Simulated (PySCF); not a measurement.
# From computed data to an observable: refractive index and permittivity of the vapour

CN, SMILES [C]#N, multiplicity 2.

The structure is a stationary point at B3LYP-D3(BJ)/def2-TZVPD.

PBE/def2-TZVPD (PySCF) gives a mean static polarisability of 20.2 bohr³ and a dipole moment of 1.16 D. Take an ideal gas at 298.15 K and 1 bar, whether or not the substance is that volatile.

Work out n − 1 in the optical limit and the static ε − 1.


Polarisability volume α' = 20.2 × 0.148185 = 2.99 Å³. Number density N = p/kT = 2.43e-5 Å⁻³.
Dilute limit of Lorentz–Lorenz: n − 1 = 2π N α' = 0.00046.
Orientation term of Debye: μ²/(3kT) = 8.098 Å³ × μ²(D²) = 10.90 Å³.
ε − 1 = 4π N (α' + μ²/3kT) = 0.0042. Orientation of the dipole supplies 78 % of the static response; it can't follow optical fields. Vibrational polarisation and dispersion are left out.
